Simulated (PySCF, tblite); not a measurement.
## hydrogen fluoride and formaldehyde

A gas-phase complex of hydrogen fluoride and formaldehyde; neutral, singlet. The structure comes from a short search (6 tight-binding starts) and was relaxed by PBE0-D3(BJ)/def2-TZVPD; another way of binding may lie lower. Frequencies by PBE0-D3(BJ)/def2-TZVPD show no clear imaginary mode.

```csv
part,name,SMILES,atoms,charge,multiplicity
1,hydrogen fluoride,F,1–2,0,1
2,formaldehyde,C=O,3–6,0,1
```

```
atom  part   x (Å)   y (Å)   z (Å)
  F1     1  -0.028  -0.044   0.400
  H2     1  -0.740   0.158  -0.185
  C3     2  -3.155   0.062  -0.334
  O4     2  -2.199   0.390  -0.987
  H5     2  -4.176   0.143  -0.744
  H6     2  -3.048  -0.328   0.693
```

Contacts between parts, classed by geometry: H2···O4 1.681 Å (hydrogen bond, 169°).

Interaction energies are complex less parts, with the parts frozen as they stand in it; counterpoise-corrected, in kcal/mol (PySCF). The CCSD(T) estimate is Hartree-Fock/aug-cc-pVQZ, plus the MP2 correlation part extrapolated as X⁻³ from aug-cc-pVTZ and aug-cc-pVQZ, plus CCSD(T) less MP2 in aug-cc-pVDZ; noble-gas cores are frozen. It isn't the exact limit.

Problem. How strongly do the parts interact, level by level?

Solution. 
| level | interaction | superposition error removed |
| --- | --- | --- |
| Hartree-Fock/aug-cc-pVQZ | -7.40 | - |
| wB97M-D3(BJ)/def2-TZVPD | -8.56 | -0.07 |
| PBE0-D3(BJ)/def2-TZVPD | -9.18 | -0.06 |
| MP2/aug-cc-pVQZ | -8.30 | -0.42 |
| CCSD(T), estimated basis limit | -8.45 | - |

Problem. What holds them together? Decompose the wB97M-D3(BJ)/def2-TZVPD energy: frozen parts, their antisymmetrised product, then relaxation.

Solution. electrostatic -14.1, Pauli repulsion +14.5, orbital relaxation -8.2, dispersion correction -0.8 kcal/mol, which sum to the value before the counterpoise correction; the Pauli term holds the exchange-correlation of the frozen density too. Of the attraction, 61 % is electrostatic, 35 % is orbital relaxation, 4 % is dispersion correction.

The parts were also relaxed and run alone, at the levels used for the complex: vibrations by PBE0-D3(BJ)/def2-TZVPD; shieldings by PBE0/pcSseg-2; core levels by delta-SCF with SCAN, pcX-2 on the ionised atom and pcseg-1 elsewhere, spin-free X2C.

Values alone: F1–H2 bond (Å): 0.921; stretch carried by H2 (cm⁻¹, harmonic): 4145; its infrared intensity (km/mol): 115; shielding of H2 (ppm): 29.16; shielding of O4 (ppm): -447.1; shielding of F1 (ppm): 410.5; F1 1s core level (eV): 694.11; O4 1s core level (eV): 539.29.

Problem. How do these values change when the complex forms?

Solution. 
```tsv
property	alone	in the complex	change
F1–H2 bond (Å)	0.921	0.943	+0.022
stretch carried by H2 (cm⁻¹, harmonic)	4145	3644	-501
its infrared intensity (km/mol)	115	1088	
shielding of H2 (ppm)	29.16	23.47	-5.69
shielding of O4 (ppm)	-447.1	-376.6	+70.5
shielding of F1 (ppm)	410.5	415.6	+5.1
F1 1s core level (eV)	694.11	692.17	-1.95
O4 1s core level (eV)	539.29	540.30	+1.01
```

Problem. What are the binding energy from relaxed parts (wB97M-D3(BJ)/def2-TZVPD), and ΔH and ΔG of association at 298.15 K and 1 atm?

Solution. -8.29 kcal/mol, -5.77 with zero-point energy; ΔH -6.6 and ΔG +1.0 kcal/mol, from harmonic vibrations by PBE0-D3(BJ)/def2-TZVPD with low modes damped.

The 6 runs behind this took 8.1 min in all, one thread each of Arm Neoverse N1 on a shared host, launched as `OMP_NUM_THREADS=1 python cluster_run.py task.json out`.
